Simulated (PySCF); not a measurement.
An unknown is described by computed data only.

Formula: C3; singlet state.

- Dipole: 0.00 D [PBE0/def2-SVPD]
- Couplings: largest of the computed one-bond spin–spin couplings (means over like bonds): 13C–13C +19.8 (×2) Hz [B3LYP/pcJ-1]
- 13C NMR: chemical shifts (computed TMS as zero) by class: 374.9 (2 C), 158.5 (1 C) ppm [GIAO PBE0/pcSseg-1]
- Triplet: lowest triplet excitation (Tamm–Dancoff): 1.91 eV [TDA PBE0/def2-SVPD]
- UV, first state: lowest singlet excitation: 3.24 eV (383 nm, f = 0.042 summed over 2 states within 0.01 eV) [TDDFT PBE0/def2-SVPD]
- UV, strongest line: among the 10 lowest singlet transitions: S8 at 8.01 eV (155 nm, f = 1.002) [TDDFT PBE0/def2-SVPD]
- Rotational structure: rotational constant B (linear): 12.515 GHz [PBE0-D3(BJ)/def2-SVP]

Gas-phase values; electronic properties from PySCF, density fitting. Levels stand in brackets. Geometry: PBE0-D3(BJ)/def2-SVP; no solvent, vibrations or thermal averaging. NMR classes are plain means over equivalent atoms (diastereotopic ones count apart unless rotation or inversion swaps them), as if these changed places fast.

Question: Give a SMILES that accounts for the data.

Answer: Numbering: `[C:1]=[C:2]=[C:3]`. 3 carbons fall into 2 classes; from least to most shielded: carbon bonded to C [C1/C3] (374.9 ppm, 2 C), central carbon of cumulated double bonds [C2] (158.5 ppm). The couplings run between: +19.8 Hz, carbon bonded to C [C1] and central carbon of cumulated double bonds [C2] (with 1 like pair). The vanishing dipole is forced by symmetry. The optimised geometry has point group D∞h and is a linear rotor. Structure: carbon trimer, `[C]=C=[C]` [singlet]. The assignments are read from this structure; whether some other isomer fits the data as well wasn't checked.
